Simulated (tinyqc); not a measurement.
Inside a calculation. Method: extended Hueckel theory, for NH3. One step of it, computed by the program tinyqc.

Task: Orbitals. Solve H C = S C e through S^(-1/2); fill by pairs from the bottom, a degenerate level sharing its electrons equally; each orbital has its largest coefficient positive (the first on a tie).

H (eV), lower triangle:
```
             1N 2s      1N 2px      1N 2py      1N 2pz       2H 1s       3H 1s       4H 1s
1N 2s   -26.000000
1N 2px    0.000000  -13.400000
1N 2py    0.000000    0.000000  -13.400000
1N 2pz    0.000000    0.000000    0.000000  -13.400000
2H 1s   -19.211810  -11.042934    0.000000    0.386854  -13.600000
3H 1s   -19.228154    5.528169   -9.565728    0.387324   -4.483451  -13.600000
4H 1s   -19.228154    5.528169    9.565728    0.387324   -4.483451   -4.491949  -13.600000
```

overlap S, lower triangle:
```
           1N 2s     1N 2px     1N 2py     1N 2pz     2H 1s     3H 1s     4H 1s
1N 2s   1.000000
1N 2px  0.000000   1.000000
1N 2py  0.000000   0.000000   1.000000
1N 2pz  0.000000   0.000000   0.000000   1.000000
2H 1s   0.527093   0.467411   0.000000  -0.016374  1.000000
3H 1s   0.527541  -0.233989   0.404886  -0.016394  0.188380  1.000000
4H 1s   0.527541  -0.233989  -0.404886  -0.016394  0.188380  0.188737  1.000000
```

valence electrons = 8

Give: orbital energies; occupations; coefficients; sum of one-electron energies.

Result:

orbital energies (eV): -28.829  -16.793  -16.792  -13.403  7.492  7.510  33.448

occupations: 2.000  2.000  2.000  2.000  0.000  0.000  0.000

coefficients:
```
          MO1     MO2     MO3     MO4     MO5     MO6     MO7
1N 2s   0.712   0.000   0.000   0.016   0.002   0.000   1.426
1N 2px  0.000   0.620   0.000   0.000   1.137   0.000  -0.003
1N 2py  0.000   0.000   0.620   0.000   0.000   1.138   0.000
1N 2pz  0.003   0.000   0.000   1.000   0.000   0.000  -0.046
2H 1s   0.167   0.439   0.000  -0.005  -1.090   0.000  -0.764
3H 1s   0.167  -0.219   0.380  -0.005   0.543  -0.943  -0.768
4H 1s   0.167  -0.219  -0.380  -0.005   0.543   0.943  -0.768
```

sum of one-electron energies = -151.634 eV
